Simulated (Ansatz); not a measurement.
# C₂H₃FO: up Jacob's ladder to CCSD(T)

The task here is to estimate one member of a computed series from the others.

Computed with Ansatz 0.2.0, Gaussian basis. Level: functionals in def2-TZVPP, the program's frozen cores in correlated methods.

Levels to be run: LDA (SPW92), PBE-D4, revPBE-D4, BLYP-D4, r2SCAN-D4, B97M-V, PBE0-D4, B3LYP-D4, r2SCANh-D4, r2SCAN0-D4, HSE06-D4, BHLYP-D4, CAM-B3LYP-D4, LC-ωPBE, ωB97X-V, ωB97M-V, B2PLYP, PBE-QIDH; CCSD(T)/def2-SVP; CCSD(T)/def2-TZVPP; MP2/def2-QZVPP; extrapolation to the limit; RPA on PBE.

### Structure used throughout

All runs share one geometry, relaxed beforehand with PBE0-D4 in a triple-zeta def2 set.

SMILES `C=C(O)F`, 7 atoms, charge 0, spin multiplicity 1.

Atoms are counted from 1 here; the program's logs count them from 0.

Bond lengths: C1–C2 1.320 Å, C1–H5 1.078 Å, C1–H6 1.079 Å, C2–O3 1.334 Å, C2–F4 1.338 Å, O3–H7 0.963 Å. Angles: C2–C1–H5 119.7°, C2–C1–H6 119.7°, H5–C1–H6 120.6°, C1–C2–O3 126.4°, C1–C2–F4 122.1°, O3–C2–F4 111.6°, C2–O3–H7 108.9°.

Set-up of the first run:

File in.yaml:

```yaml
crystal:
  periodic: [false, false, false]
  atoms:
    - {symbol: C, position_ang: [-0.818604, 0.657155, -0.079608]}
    - {symbol: C, position_ang: [0.158714, -0.229868, -0.092150]}
    - {symbol: O, position_ang: [1.180209, -0.293177, 0.763703]}
    - {symbol: F, position_ang: [0.224472, -1.201763, -1.009195]}
    - {symbol: H, position_ang: [-1.595179, 0.607963, -0.825936]}
    - {symbol: H, position_ang: [-0.833438, 1.425237, 0.677603]}
    - {symbol: H, position_ang: [1.745126, -1.033548, 0.519883]}
basis:
  gaussian: {orbitals: def2-TZVPP}
hamiltonian: {xc: lda}
output: {orbitals: {seedname: orbitals}}
```

Launch:

```console
$ ansatz run in.yaml --threads 2 --pin off --events-out ev --progress --plain --max-ram 4352MiB
```

Steps of the session up to this table: LDA; PBE-D4 (GGA); revPBE-D4 (GGA); BLYP-D4 (GGA); r2SCAN-D4 (meta-GGA); B97M-V (meta-GGA); B3LYP-D4 (hybrid); r2SCANh-D4 (hybrid); r2SCAN0-D4 (hybrid); HSE06-D4 (hybrid); BHLYP-D4 (hybrid); CAM-B3LYP-D4 (range-separated); LC-ωPBE (range-separated); ωB97X-V (range-separated); ωB97M-V (range-separated); B2PLYP (double hybrid); PBE-QIDH (double hybrid).

One of the session's tables, all rows but one given; the rest of the session is left out.

It belongs to the step «Frontier levels by functional». 

| functional | HOMO (eV) | LUMO (eV) | gap (eV) |
| --- | --- | --- | --- |
| LDA (SPW92) | -5.85 | -0.24 | 5.61 |
| PBE-D4 | -5.65 | 0.03 | 5.68 |
| revPBE-D4 | -5.57 | 0.13 | 5.71 |
| BLYP-D4 | -5.53 | -0.01 | 5.53 |
| r2SCAN-D4 | -5.88 | 0.31 | 6.19 |
| B97M-V | -5.91 | 0.42 | 6.33 |
| PBE0-D4 | -6.92 | 1.01 | 7.93 |
| B3LYP-D4 | -6.71 | 0.58 | 7.29 |
| r2SCANh-D4 | -6.36 | 0.69 | 7.05 |
| r2SCAN0-D4 | -7.08 | 1.25 | 8.33 |
| HSE06-D4 | -6.51 | 0.64 | 7.16 |
| BHLYP-D4 | ? | ? | ? |
| CAM-B3LYP-D4 | -8.32 | 1.74 | 10.07 |
| LC-ωPBE | -9.68 | 3.16 | 12.84 |
| ωB97X-V | -9.29 | 2.96 | 12.25 |
| ωB97M-V | -9.19 | 2.45 | 11.64 |

Estimate the missing values for BHLYP-D4.

Worked estimate for «HOMO (eV)». Against the share of exact exchange, BLYP-D4 (0, -5.53), B3LYP-D4 (0.2, -6.71) give a slope of -5.90 per unit share; at 0.5 the line stands at -8.48.

**Answer.** HOMO (eV): -8.07; LUMO (eV): 1.61; gap (eV): 9.69. In «HOMO (eV)» the line misses by -0.41.
